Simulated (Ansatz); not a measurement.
```xyz
2

Li    0.0449   -0.0017   -0.4215
H    -0.0070   -0.0111    1.1501
```

RHF on singlet LiH was run in several spherical basis sets with Ansatz (development build ahead of 0.2.0).

Task: Rank the basis sets by the total energy that they give, lowest first, with the distance from the lowest.
A. STO-3G
B. aug-cc-pVDZ
C. cc-pVTZ

Result: C (0.00 eV), B (0.07 eV), A (3.37 eV).

Totals follow the description of the cores as much as that of the bonds, so this order isn't one of quality for chemistry.
